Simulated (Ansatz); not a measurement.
Ansatz (an electronic-structure program) input (B3LYP/STO-3G):

Ansatz 0.2 input:
```yaml
crystal:
  periodic: [false, false, false]
  atoms:
    - {symbol: S, position_ang: [-0.00339682, -0.00829351, 1.17788329]}
    - {symbol: C, position_ang: [0.00170050, 1.27084117, -0.10510870]}
    - {symbol: C, position_ang: [-0.00115788, -1.20666460, -0.05900771]}
    - {symbol: C, position_ang: [0.00485736, 0.80468746, -1.38105410]}
    - {symbol: C, position_ang: [0.00306320, -0.63891180, -1.30946501]}
    - {symbol: H, position_ang: [0.00173214, 2.28649150, 0.27241401]}
    - {symbol: H, position_ang: [-0.00306457, -2.25722682, 0.20206005]}
    - {symbol: H, position_ang: [0.00490248, -1.27628193, -2.19279362]}
basis:
  gaussian:
    orbitals: STO-3G
hamiltonian:
  xc: {name: B3LYP}
total_charge: -1
output: {forces: true}
```

Output:

```
WARN ansatz: RAYON_NUM_THREADS=1 ignored (pool sized by the plan → 1); use --threads N
Functional definition: B3LYP
integrals: 0.01 GiB planned
424 factors; integrals over basis functions are off by at most 4.9e-5 eV
mean field: 0.10 GiB planned
mean field evaluation 1: about -14851.9669 eV, gradient 2.9e1 eV
mean field evaluation 2: about -14815.8642 eV, gradient 8.3e1 eV
mean field evaluation 4: about -14854.6724 eV, gradient 1.0e1 eV
mean field evaluation 8: about -14855.0400 eV, gradient 9.8e-2 eV
mean field evaluation 16: about -14854.9844 eV, gradient 6.7e-6 eV
mean field -14854.98436794 eV, -545.9106064518 hartree, gradient 6.7e-6 eV, S^2 0.000000; 0 other end points of the search recorded, 0 dependent functions left out
the calculation of the forces begins
reference -14854.98452708 eV, -545.9106123000 hartree; 22, 22 occupied and 10, 10 virtual orbitals, 424 factors
Total energy: -14854.98452708 eV, -545.9106123000 hartree
Atom 0 at    -0.003397    -0.008294     1.177883 Å, force    -0.004949     0.032327     1.733039 eV/Å
Atom 1 at     0.001700     1.270841    -0.105109 Å, force     0.000768    -0.850511    -0.592514 eV/Å
Atom 2 at    -0.001158    -1.206665    -0.059008 Å, force     0.000016    -0.187826    -0.077508 eV/Å
Atom 3 at     0.004857     0.804687    -1.381054 Å, force     0.005513     1.821629    -1.219890 eV/Å
Atom 4 at     0.003063    -0.638912    -1.309465 Å, force    -0.001143    -0.371507     0.255422 eV/Å
Atom 5 at     0.001732     2.286491     0.272414 Å, force    -0.000105     0.584278     0.259972 eV/Å
Atom 6 at    -0.003065    -2.257227     0.202060 Å, force    -0.000998    -0.588671     0.121959 eV/Å
Atom 7 at     0.004902    -1.276282    -2.192794 Å, force     0.000898    -0.439719    -0.480481 eV/Å
Dipole moment:    -0.002942    -0.458125     0.847768 e Å
```

The dipole moment of an ion depends on the origin.
